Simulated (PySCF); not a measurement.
**C$_{2}$H$_{5}$ClO$_{2}$S: calculation and literature**

Atom-mapped SMILES (the numbers label the heavy atoms): `[CH3:1][CH2:2][S:3](=[O:4])(=[O:5])[Cl:6]`. Hydrogens are named by the atom that carries them.

Measured values that the calculation should reproduce: δ ¹³C C2 60.2; C1 9.1 ppm (measured; solution, not stated per compound (mostly CDCl3 or CCl4); Pretsch, Buehlmann, Badertscher, Structure Determination of Organic Compounds, 4th ed. (2009)).

Computed data (PySCF): coordinates at the GFN2-xTB level, GIAO PBE0/pcSseg-1 shieldings. In vacuum, one conformer, rapidly exchanging positions averaged, non-relativistic Hamiltonian.

Problem. What does the calculation give, and how does it compare?

Solution. 
Reference values: measured (solution, not stated per compound (mostly CDCl3 or CCl4); Pretsch, Buehlmann, Badertscher, Structure Determination of Organic Compounds, 4th ed. (2009)).
```csv
atoms,quantity,reference,computed,"computed, scaled"
C2,δ ¹³C,60.2,65.7,61.8
C1,δ ¹³C,9.1,10.9,8.4
```

Computed shifts are σ(ref) − σ with the named reference compound (TMS for H and C) calculated as an isolated molecule at the same level. The measured values may be among those fitted. Expected solution values come from regression of measured δ (H and C: mostly CDCl3, vs TMS) on computed σ: ¹³C (scatter 2.1 ppm rms, 2.3 ppm with the 13 outliers that the fit left out). A few per cent of atoms miss by over 2 rms, more outside the fitted compound classes.

Problem. How far are the unscaled ¹³C shifts from the references?

Solution. Mean signed difference +3.65 ppm, mean absolute 3.65 ppm over 2 comparisons; the largest is +5.5 ppm at C2 (sp3 CH2 bonded to S).
